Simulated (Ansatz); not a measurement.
## How the elastic constant C12 of zinc-blende CdS (metastable phase) moves with the method

No measured value is used here.

```csv
level (code),value (GPa),cell (Å³/atom)
LDA (Ansatz),61.2,23.85
PBE (Ansatz),46.9,26.02
r²SCAN (Ansatz),54.4,25.38
HSE06 (Ansatz),52.5,25.48
PBE0 (Ansatz),53.2,25.42
Hartree–Fock (Ansatz),48.3,27.50
```

Each level is taken at its own relaxed cell. Cutoffs and k meshes differ between the levels. Ansatz's density-functional and Hartree–Fock values are scalar-relativistic unless marked +SOC, with PAW data made under PBE.

Ansatz is a first-principles code.
